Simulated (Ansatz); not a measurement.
Start from `OC1=COC1` and change one atom or group to get `CC1=COC1`.

Ansatz, PBE0-D4/def2-TZVP geometries, multiplicity 1. Each molecule was computed in one conformer, which needn't be the lowest.

```tsv
property	`OC1=COC1`
HOMO energy (B3LYP/def2-TZVPP) / eV	-5.83
size of the dipole moment (ωB97M-V/def2-TZVPP) / D	2.18
size of the dipole moment (B3LYP/def2-TZVPP) / D	2.18
LUMO energy (B3LYP/def2-TZVPP) / eV	0.25
LUMO energy (PBE/def2-TZVPP) / eV	-0.25
HOMO–LUMO gap (ωB97M-V/def2-TZVPP) / eV	10.43
```

Question: What does the change do to each property? (Estimate.)

Answer: Ansatz gave: 
| property | `CC1=COC1` | shift |
| --- | --- | --- |
| HOMO energy (B3LYP/def2-TZVPP) / eV | -6.02 | -0.19 |
| size of the dipole moment (ωB97M-V/def2-TZVPP) / D | 1.75 | -0.43 |
| size of the dipole moment (B3LYP/def2-TZVPP) / D | 1.74 | -0.44 |
| LUMO energy (B3LYP/def2-TZVPP) / eV | 0.47 | 0.22 |
| LUMO energy (PBE/def2-TZVPP) / eV | -0.25 | 0.00 |
| HOMO–LUMO gap (ωB97M-V/def2-TZVPP) / eV | 11.21 | 0.78 |

With PBE0 the HOMO falls by 0.19 eV and the LUMO rises by 0.09 eV, so the gap widens by about 0.28 eV. PBE moves the HOMO by -0.26 eV and ωB97M-V by -0.17 eV. Dipoles are sizes alone; their direction can turn.

B3LYP here is the variant with VWN-RPA as its local correlation; programs differ in this.
